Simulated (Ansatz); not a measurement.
Relaxation of H₃OSi₂ (6 atoms, charge 0, multiplicity 2), to a largest force component of 0.015 eV/Å in at most 40 steps.

These are results of Ansatz 0.2.0, UKS PBE0-D4/def2-SVP, not measurements.

```xyz
6
Properties=species:S:1:pos:R:3:forces:R:3
O -0.545 -2.063 1.141 -0.14 -0.92 1.39
Si -0.357 -1.108 -0.017 0.11 0.62 -0.85
Si 0.231 1.057 0.092 0.01 0.31 0.00
H -0.657 -1.498 -1.398 -0.06 -0.06 -0.60
H 0.639 1.823 -1.091 0.01 0.03 -0.55
H 0.689 1.789 1.271 0.07 0.02 0.61
```

Problem. Where does it end, and by what steps?

Solution. The forces met the threshold. After 6 steps the energy has fallen by 0.090 eV; H6 moved furthest, 0.14 Å.

```tsv
step	energy less start (eV)	largest force component (eV/Å)	accepted
0	0.0000	1.394	yes
1	-0.0810	0.583	yes
2	-0.0881	0.099	yes
3	-0.0769	0.231	no
4	-0.0902	0.021	yes
5	-0.0903	0.018	yes
6	-0.0903	0.007	yes
```

```xyz
6
Properties=species:S:1:pos:R:3
O -0.531 -1.990 1.201
Si -0.364 -1.093 -0.040
Si 0.175 1.122 0.081
H -0.632 -1.540 -1.443
H 0.634 1.826 -1.150
H 0.717 1.675 1.351
```

Time of the run: 21 s on 1 CPU thread of a shared host.
